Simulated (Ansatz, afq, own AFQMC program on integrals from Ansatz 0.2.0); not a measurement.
## SiH$_{4}$ + S, triplet: a scan with AFQMC

```
atom    x (Å)    y (Å)    z (Å)
  Si  -1.8435   0.0000   0.0000
   H  -2.3384   1.3997   0.0000
   H  -2.3384  -0.6999   1.2122
   H  -2.3384  -0.6999  -1.2122
   H  -0.3589   0.0000   0.0000
   S   1.8465   0.0000   0.0000
```

A hydrogen atom is moved from one rigid fragment to the other; the Si1–H5 distance tells how far. The two fragments are held close together, so this isn't a minimum-energy path and the start is a compressed complex. Energies in kcal/mol count from this geometry (1.485 Å) at the same level; the start stands on UHF, each point on the determinant named.

Basis cc-pVTZ. Only valence electrons are correlated. AFQMC by an in-house program on the Cholesky factors that Ansatz 0.2.0 writes for its CCSD(T) run. ph-AFQMC/CISD is guided by a CISD state made of CCSD amplitudes; releasing the constraint for a short imaginary time cuts its bias at the price of noise, slowly where states lie close. Uncertainties: one standard error, sampling alone.

Cautions, each for one point or more: lower spins were not checked; unrestricted determinant slightly spin contaminated.

| r(Si1–H5) / Å | det. | T1 | weight | ⟨S²⟩ | wB97M-V | B3LYP | CCSD(T) |
| --- | --- | --- | --- | --- | --- | --- | --- |
| 1.720 | UHF | 0.014 | 0.85 | 2.03 | 7.4 | – | 8.0 |
| 1.838 | UHF | 0.017 | 0.84 | 2.05 | 12.3 | – | 13.4 |
| 1.956 | UHF | 0.019 | 0.84 | 2.08 | 14.9 | – | 16.4 |
| 2.074 | UHF | 0.017 | 0.84 | 2.06 | 13.9 | – | 15.7 |

Problem. Estimate the curve of phaseless AFQMC with a CISD trial, counted from the same start.

Solution. 
| r(Si1–H5) / Å | det. | T1 | weight | ⟨S²⟩ | ph-AFQMC/CISD |
| --- | --- | --- | --- | --- | --- |
| 1.720 | UHF | 0.014 | 0.85 | 2.03 | 8.0 ± 0.2 |
| 1.838 | UHF | 0.017 | 0.84 | 2.05 | 13.5 ± 0.2 |
| 1.956 | UHF | 0.019 | 0.84 | 2.08 | 16.1 ± 0.2 |
| 2.074 | UHF | 0.017 | 0.84 | 2.06 | 15.6 ± 0.2 |

Weight is that of the determinant in the CISD state; at the start T1 is 0.012 and the weight 0.85, and ⟨S²⟩ is 2.01. A dash marks a missing value, a released energy that hasn't settled or a functional that sits on another state. Largest departures from phaseless AFQMC with a CISD trial: CCSD(T) 0.3 kcal/mol at 1.956 (on UHF) (within the noise), wB97M-V -1.7 kcal/mol at 2.074. The walk's constraint bias lies outside its error bars, so these are departures and not errors. Functionals count only at points shown to share the start's state and spin.

A walk keeps the symmetry of its determinant, which the program's search chose and which needn't be the lowest solution, so a lower state of the same spin and another symmetry isn't excluded.
